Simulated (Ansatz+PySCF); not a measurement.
The numbers below are computed, except where a source is named.
A run of PySCF 2.14.0 on doublet HCl(+) at this shape:

```csv
atom,x (Å),y (Å),z (Å)
H,0.0000,0.0000,0.0000
Cl,0.8671,1.1562,2.5031
```

Its results:

```
Converged                       : yes
Reference energy                : -459.47046 hartree
CCSD correlation energy         : -0.06600 hartree
Triples correction              : -0.00758 hartree
Total energy                    : -459.54404 hartree
Spin squared of the determinant : 0.771
```

Question: Which input gives this output? Name the method, the orbitals and the basis set, and write the input.

Answer: UHF-CCSD(T) in 6-31G.

```python
from pyscf import gto, scf, cc

mol = gto.M(atom="""
H 0.000000 0.000000 0.000000
Cl 0.867110 1.156150 2.503130
""", basis='6-31g', charge=1, spin=1)
mf = scf.UHF(mol)
mf.kernel()
mycc = cc.CCSD(mf, frozen=5).run()
et = mycc.ccsd_t()
print(mf.e_tot, mycc.e_corr, et, mycc.e_tot + et)
```

The reference isn't the lowest determinant (another lies 1.18 eV lower), but the same method gives a higher total on the lower determinant. Caution: large share of triples, a single reference is doubtful.
